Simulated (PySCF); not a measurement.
Species: CS.
SMILES: `[C-]#[S+]`

Method used: PySCF 2.14.0, PBE/6-31+G* geometry optimisation, gas phase.

Masses are those of the commonest isotopes; rigid-rotor values at the optimised geometry. 

Question: What are the moment of inertia and the rotational constant?

Answer: I = 21.168 u·Å², B = 505379 MHz·u·Å²/I = 23875 MHz (0.7964 cm⁻¹, or 1.146 K as hB/k). For two atoms I = μr² with μ = 8.7252 u and r = 1.5576 Å.

Question: List the first levels of a rigid rotor in a Σ state.

Answer: E(J) = BJ(J+1): J = 1: 1.593, J = 2: 4.778, J = 3: 9.556, J = 4: 15.927, J = 5: 23.891, J = 6: 33.447 cm⁻¹.

Question: Where do the first rotational lines fall?

Answer: The dipole is 1.75 D; J+1 ← J lies at 2B(J+1): 1 ← 0 at 47.75 GHz, 2 ← 1 at 95.50 GHz, 3 ← 2 at 143.25 GHz, 4 ← 3 at 191.00 GHz, 5 ← 4 at 238.75 GHz, 6 ← 5 at 286.49 GHz.

Question: Estimate the classical rotational partition function at 10 K, 25 K and 100 K.

Answer: Point group C∞v, symmetry number σ = 1; q = kT/(σhB), k/h = 20836.6 MHz/K: 8.7 at 10 K, 21.8 at 25 K, 87.3 at 100 K.

Stationary, but not proved a minimum. Constants of a rigid frame at the computed geometry: no zero-point averaging, no centrifugal distortion.
